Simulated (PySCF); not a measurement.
**AlNH3 (SMILES [NH2][AlH]): UCCSD(T)/STO-3G**

What is the vertical doublet–quartet gap of AlNH3 at UCCSD(T)/STO-3G? Input form: a Python script.

The calculation is run with PySCF 2.14.0.

11 further runs of the same task are left out: 11 set aside as unsound or not needed.

## (1) The molecule

AlNH3 has 5 atoms, charge 0, and is taken as a doublet. SMILES: `[NH2][AlH]`. Geometry: relaxed at PBE0-D4/def2-TZVP. This is one conformer, not always the lowest.

Bond lengths: N1–Al2 1.774 Å, N1–H3 1.007 Å, N1–H4 1.009 Å, Al2–H5 1.604 Å. Angles: N1–Al2–H5 115.7°, Al2–N1–H3 125.4°, Al2–N1–H4 124.3°, H3–N1–H4 110.2°.

## (2) The energy at UCCSD(T)/STO-3G

The input, job.py:

```python
# [NH2][AlH]
from pyscf import gto, scf, cc

mol = gto.M(
    atom='''
N       -0.116600      -0.660800       0.175100
Al       0.836600       0.833900       0.120800
H        0.148500      -1.505300       0.655500
H       -1.010300      -0.782800      -0.277400
H        0.191800       2.041400      -0.715400
''',
    spin=1,
    basis='sto-3g',
    verbose=3,
    max_memory=1860,
)

mf = scf.UHF(mol)
mf.conv_tol = 1e-10
mf.kernel()
if not mf.converged:
    mf = mf.newton().run(mf.mo_coeff, mf.mo_occ)

mycc = cc.CCSD(mf, frozen=6)
mycc.kernel()
e_t = mycc.ccsd_t()
e_tot = mycc.e_tot + e_t
print('E = %.10f Eh' % e_tot)
```

Launch:

```sh
OMP_NUM_THREADS=1 python job.py
```

Output:

```text
converged SCF energy = -294.443742023549  <S^2> = 0.75601591  2S+1 = 2.0060069
E(UCCSD) = -294.5310633071222  E_corr = -0.08732128357338335
UCCSD(T) correction = -0.00184770251850793
E = -294.5329110096 Eh
```

It took 0.84 s on 1 thread of Arm Neoverse V1, shared host; peak memory 0.1 GiB.

## (3) The quartet

The input, calc.py:

```python
from pyscf import gto, scf, cc

system = gto.M(
    atom='''
N     -0.116600    -0.660800     0.175100
Al     0.836600     0.833900     0.120800
H      0.148500    -1.505300     0.655500
H     -1.010300    -0.782800    -0.277400
H      0.191800     2.041400    -0.715400
''',
    spin=3,
    charge=0,
    basis='sto-3g',
    max_memory=1860,
    verbose=3,
)

hf = scf.UHF(system)
hf.conv_tol = 1e-10
hf.kernel()
if not hf.converged:
    hf = hf.newton().run(hf.mo_coeff, hf.mo_occ)

mycc = cc.CCSD(hf, frozen=6)
mycc.kernel()
e_t = mycc.ccsd_t()
etot = mycc.e_tot + e_t
print('E = %.10f Eh' % etot)
```

Launch:

```sh
OMP_NUM_THREADS=1 python calc.py
```

Output:

```text
WARN: HOMO 0.242675130055904 >= LUMO -0.285456952714816

converged SCF energy = -294.209345539301  <S^2> = 3.7577551  2S+1 = 4.0038757
E(UCCSD) = -294.2794798690838  E_corr = -0.07013432978243062
UCCSD(T) correction = -0.000377328578844528
E = -294.2798571977 Eh
```

Run time: 0.87 s. Hardware: 1 thread of Arm Neoverse V1, shared host; peak memory 0.1 GiB.

## (4) Summary of results

Level: UCCSD(T)/STO-3G, 6 core orbitals frozen.

```
                                                           quantity          value
                                              doublet: total energy  -294.53291 Eh
                      doublet: dipole moment (Hartree–Fock density)         1.67 D
doublet: HOMO energy (Hartree–Fock orbitals) (highest over α and β)       -4.63 eV
 doublet: LUMO energy (Hartree–Fock orbitals) (lowest over α and β)        7.86 eV
               doublet: correlation energy (6 core orbitals frozen)      -89.2 mEh
                                            doublet: (T) correction      -1.85 mEh
                         doublet: ⟨S²⟩ of the reference determinant          0.756
                                             doublet: T1 diagnostic          0.019
                                              quartet: total energy  -294.27986 Eh
                      quartet: dipole moment (Hartree–Fock density)         6.10 D
               quartet: correlation energy (6 core orbitals frozen)      -70.5 mEh
                                            quartet: (T) correction      -0.38 mEh
                         quartet: ⟨S²⟩ of the reference determinant          3.758
                                             quartet: T1 diagnostic          0.008
                   vertical energy of the quartet above the doublet       6.886 eV
```

What this shows: At this shape the quartet lies 6.89 eV (159 kcal/mol) above the doublet. In a minimal basis such a difference can be off by several eV, whatever the method. The triples (doublet) make up 2.1 % of the correlation energy. The triples (quartet) make up 0.5 % of the correlation energy.
